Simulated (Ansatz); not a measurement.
System: vinyl chloride, C2H3Cl (charge 0, singlet). SMILES: C=CCl
Geometry from a B3LYP-D3(BJ)/def2-TZVP (Ansatz, a quantum-chemistry and plane-wave program) optimisation:
```
C
C 1 1.3205
H 1 1.0805 2 123.94
H 2 1.0811 1 122.25 3 180.00
H 2 1.0820 4 118.23 1 180.00
Cl 1 1.7376 3 112.62 2 180.00
```
Charge 0, spin multiplicity 1.

Parts of the frozen-core correlation energy in STO-3G (Ansatz, hartree). Frozen orbitals: 7; correlated occupied orbitals by spin: 9 and 9; virtual: 6 and 6. No spin-orbit coupling. Non-relativistic. The restricted reference is unstable.

```csv
term,value
reference (HF),-531.07733
MP2 opposite-spin,-0.10925
MP2 same-spin,-0.01850
CCSD correlation,-0.16383
(T),-0.00129
FCI minus CCSD(T),-0.00069
T1 diagnostic,0.005
largest doubles amplitude,0.159
```
